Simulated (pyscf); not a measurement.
# Concerted two-bond exchange: `[OH][GaH2]` + `[CH2]=[CH2]` → `[O]=[GaH]` + `[CH3][CH3]`

Gas phase, singlet surface, charge 0. Bonds broken: O1–H3, Ga2–H4. Bonds formed: H3–C6, H4–C7. Single points on ωB97X-D3(BJ)/def2-SVP structures (PySCF, gas phase).

Transition state (Å):

```xyz
11

O     -0.9222    -1.4887    -0.7284
Ga    -1.9962    -1.2108     0.5697
H     -0.3807    -0.4207    -0.8283
H     -1.5935     0.4623     0.8984
H     -3.0718    -1.8806     1.4344
C      0.0488     0.9249    -0.6786
C     -0.7493     1.4009     0.4092
H      1.1196     0.8017    -0.4747
H     -0.1772     1.3480    -1.6651
H     -0.2667     1.5926     1.3772
H     -1.5444     2.1306     0.2043
```

One imaginary mode, 1819i cm⁻¹; descent along it reached the two sides named.

| bond | change | reactant side (Å) | saddle | product side |
|---|---|---|---|---|
| O1–H3 | breaks | 0.966 | 1.202 | 2.540 |
| Ga2–H4 | breaks | 1.567 | 1.752 | 2.7 |
| H3–C6 | forms | 2.528 | 1.420 | 1.102 |
| H4–C7 | forms | 3.4 | 1.354 | 1.107 |

Electronic energies relative to the separated reactants (kcal/mol):

```csv
level,barrier,reaction energy,reverse barrier
ωB97X-D3(BJ)/def2-TZVP,47.6,+10.3,37.3
PBE/def2-TZVP,31.4,+1.9,29.4
r²SCAN/def2-TZVP,35.3,+6.2,29.1
B3LYP-D3(BJ)/def2-TZVP,42.2,+8.3,33.9
PBE0-D3(BJ)/def2-TZVP,38.5,+7.7,30.8
M06-2X/def2-TZVP,47.0,+14.1,32.9
ωB97M-D3(BJ)/def2-TZVP,48.7,+11.1,37.6
HF/def2-TZVP,79.0,+26.1,52.9
```

With ωB97M-D3(BJ)/def2-TZVP energies and thermal terms (ideal gas, 1 atm, RRHO with modes under 100 cm⁻¹ raised to 100, one conformer, R ln 2 for chiral ones without a mode under 150 cm⁻¹), in kcal/mol:

| T (K) | ΔH‡ | ΔG‡ | ΔH | ΔG |
|---|---|---|---|---|
| 298 | 47.0 | 58.6 | +14.7 | +16.4 |
| 600 | 47.0 | 70.3 | +14.0 | +18.4 |
| 900 | 47.7 | 81.9 | +13.6 | +20.7 |
| 1200 | 48.5 | 93.2 | +13.5 | +23.1 |

O=GaH lies 48.1 kcal/mol over its isomer HO–Ga [singlet] (electronic energy, ωB97M-D3(BJ)/def2-TZVP). One saddle was located; it need not be the lowest between these sides. Elements up to Kr have no core potential and no relativistic terms here.
